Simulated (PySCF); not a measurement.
A mixed set of molecules. Method used: TDDFT B3LYP/def2-SVPD, vertical, gas phase, core orbitals frozen in the response (PySCF 2.14.0, density-fitted response routines). Geometries: PBE0-D3(BJ)/def2-SVP; one conformer of each isolated species. Triplets are in the Tamm–Dancoff approximation. Relativistic effects are left out although some hold elements past zinc.

Task: Rank by computed HOMO energy, lowest first.
A. `P` (PH3)
B. `C/C=C(C#N)/C=C(/C)F` (C7H8FN)
C. `[H][Ge]([H])([CH3])[O]C(C)(C)C` (C5H14GeO)
D. `N#C[C@@H](CC/C=N\[H])C` (C6H10N2)
E. `FC(F)(/C=N/C)F` (C3H4F3N)

Result: E (-7.96 eV), A (-7.63 eV), D (-7.50 eV), C (-7.29 eV), B (-6.59 eV).

```csv
SMILES,HOMO (eV),LUMO (eV),S1 (eV),gap (eV),T1 (eV),f (S1),S1 mainly
C/N=C/C(F)(F)F,-7.96,-1.51,4.85,6.45,–,0.001,H→L (100%)
P,-7.63,0.48,7.05,8.11,5.94,0.135,H→L (100%)
[H]/N=C\CC[C@@H](C)C#N,-7.50,-0.78,5.18,6.72,–,0.002,H→L (96%)
[H][Ge]([H])([CH3])[O]C(C)(C)C,-7.29,0.23,6.55,7.52,6.23,0.012,H→L (68%)
C/C=C(C#N)/C=C(/C)F,-6.59,-1.74,4.82,4.85,–,0.428,H→L (91%)
```

H and L stand for HOMO and LUMO; a dash means that no computed state gives the value.

- `C/N=C/C(F)(F)F`: Löwdin shares by element: HOMO nitrogen 60%, carbon 23% or more, hydrogen 5% or more; LUMO carbon 39% or more, nitrogen 38%, hydrogen 5% or more (atoms not listed hold the other 17%).
- `P`: Löwdin shares by element: HOMO phosphorus 71%, hydrogen 29%; LUMO phosphorus 58%, hydrogen 42%.
- `[H]/N=C\CC[C@@H](C)C#N`: Löwdin shares by element: HOMO nitrogen 60% or more, carbon 23% or more, hydrogen 8% or more; LUMO carbon 38% or more, nitrogen 33% or more, hydrogen 5% or more (atoms not listed hold the other 24%).
- `[H][Ge]([H])([CH3])[O]C(C)(C)C`: Löwdin shares by element: HOMO oxygen 55%, carbon 16% or more, germanium 9% (atoms not listed hold the other 20%); LUMO germanium 39%, hydrogen 24% or more, carbon 12% or more (atoms not listed hold the other 25%).
- `C/C=C(C#N)/C=C(/C)F`: Löwdin shares by element: HOMO carbon 70% or more (atoms not listed hold the other 30%); LUMO carbon 59% or more, nitrogen 9% (atoms not listed hold the other 32%).
